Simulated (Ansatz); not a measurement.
**Two structures, one formula**

Two isomers of CH7BSi, closed shell, relaxed at PBE0-D4/def2-TZVP (vibrations not checked).

A:

```tsv
atom	x (Å)	y (Å)	z (Å)
B1	0.1863	-0.9143	-1.2152
C2	-0.8188	-0.3737	-0.1931
Si3	0.0683	1.0122	0.7491
H4	0.9450	-1.7931	-0.9196
H5	0.2798	-0.4175	-2.3015
H6	-1.6992	0.1138	-0.6226
H7	-1.1147	-1.0834	0.5852
H8	-0.8618	1.5662	1.7672
H9	1.2786	0.4955	1.4385
H10	0.4739	2.1043	-0.1728
```

B:

```xyz
10
angstrom
B -1.0936 0.8631 -1.2615
Si 0.4561 -0.0281 -0.9123
C 0.8171 -0.9431 0.6790
H 0.2571 2.1736 2.3959
H -2.1113 1.4024 -1.5185
H 0.1696 2.1111 1.6552
H 1.5473 0.0718 -1.9086
H 1.0884 -1.9807 0.4756
H 1.6384 -0.4680 1.2193
H -0.0654 -0.9360 1.3201
```

Computed with Ansatz 0.2.0 (basis: def2-TZVPP); correlated methods freeze the cores. B3LYP uses VWN-RPA correlation.

Question: Which structure is lower at CCSD(T), and by how much? (Judge from chemistry; the value comes from the calculation.)

Answer: Computed: A, by 306.7 kJ/mol (electronic energy, against the other). By their contacts, A is CH₇BSi ([BH2][CH2][SiH3]) and B is a complex of CH₅BSi ([BH][SiH][CH3]) + H₂.

All methods give the same order:

| method | E(B) − E(A) (kJ/mol) |
| --- | --- |
| PBE-D4 | 293.1 |
| r2SCAN-D4 | 310.6 |
| PBE0-D4 | 312.8 |
| B3LYP-D4 | 306.3 |
| wB97M-V | 317.8 |
| HF | 339.4 |
| MP2 | 322.4 |
| CCSD | 314.1 |
| CCSD(T) | 306.7 |

No T1 diagnostic of these runs exceeds 0.015. The restricted Hartree–Fock reference is unstable towards an unrestricted one at one or more of these structures.

Labels in which every atom is bracketed show which atoms are joined, not bond orders.
